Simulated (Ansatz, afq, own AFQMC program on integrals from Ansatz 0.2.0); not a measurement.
Integrals from Ansatz 0.2.0, then the random walk in our own AFQMC program (afq).

```yaml
crystal:
  periodic: [false, false, false]
  atoms:
    - {symbol: B, position_ang: [0.000000, 0.000000, 0.752901]}
    - {symbol: B, position_ang: [0.000000, 0.000000, -1.009563]}
    - {symbol: H, position_ang: [0.000000, 1.023985, 1.376457]}
    - {symbol: H, position_ang: [0.000000, -1.023985, 1.376457]}
basis:
  gaussian: {orbitals: cc-pVTZ}
total_charge: 1
magnetization: {spin_polarized: true, initial_magnetization: 1}
correlation: {method: ccsd_t, electrons: outside_noble_gas, hamiltonian_folder: ham}
```

```sh
$ ansatz run in.yaml --threads 1 --pin off --events-out ev --progress --plain --max-ram 24576MiB --backend cuda --devices 0, --max-vram 18GiB
```

Options of the walk:

```
--method phaseless --trial hf --walkers 800 --populations 10 --least-time 40 --time-step 0.005 --steps-per-block 20 --equilibration-blocks 112 --max-blocks 4000 --target-error 0.0008 --factor-cut 1e-05 --start spin_pure --seed 7329 --taylor-order 6
```

Times are imaginary, in 1/Eh. The walk had a cap of 88 s. With eight or more populations the least sampling time is a fifth of least-time, and the error comes from their spread.

afq prints:

```
orbitals 86  electrons 4 3  factors 507 of 507
reference energy -50.09655114 Eh
CCSD correlation -0.15538858 Eh in 12 cycles, weight of the determinant in the CISD state 0.9088
energy of the start -50.096677 Eh
 block  time / (1/Eh)  mean weight  energy / Eh
     1     0.100  1.0013  -50.130680
     2     0.200  1.0010  -50.154038
     3     0.300  1.0007  -50.170323
     4     0.400  1.0011  -50.182702
     5     0.500  1.0006  -50.194429
     8     0.800  1.0003  -50.214743
    17     1.700  0.9996  -50.238339
    41     4.100  1.0006  -50.253083
    57     5.700  0.9999  -50.265832
    65     6.500  0.9995  -50.259005
    89     8.900  1.0002  -50.261360
   113    11.300  1.0005  -50.257541
   137    13.700  1.0001  -50.259743
   161    16.100  1.0003  -50.254316
   185    18.500  0.9993  -50.244478
   209    20.900  0.9998  -50.255314
   233    23.300  1.0002  -50.256407
   257    25.700  1.0005  -50.258762
   281    28.100  1.0007  -50.258263
   305    30.500  0.9989  -50.257845
   329    32.900  1.0006  -50.254339
error from the spread of 10 populations
energy -50.256487 +/- 0.000784 Eh
(rows thinned)
```

The run passed its tests (sampling time, drift between the halves within three errors, error under three times the target), which doesn't prove that it has relaxed.

Against this walk (error 21.3 meV) on the same determinant: CCSD(T) 6.4 meV higher (within the noise), CCSDT(Q) 23.5 meV lower (within the noise), a separate phaseless walk with a CISD trial and standard settings 13.7 ± 21.7 meV lower (within the noise). The error is statistical and leaves out the bias of the constraint.

Cautions: constraint bias not in the error.

The walk took 32 s on 1 × NVIDIA H100 80GB HBM3 with 2 threads of AMD EPYC 7R13 Processor (Zen 3), with other jobs on the host (the card was shared). The log's last line is the phaseless energy.

CCSDT and higher add their correlation energy to the determinant of the CCSD(T) run, since their own runs factorise the integrals more tightly (a shift of under 2 meV). A walk keeps the symmetry of its determinant, which the program's search chose and which needn't be the lowest solution, so a lower state of the same spin and another symmetry isn't excluded.
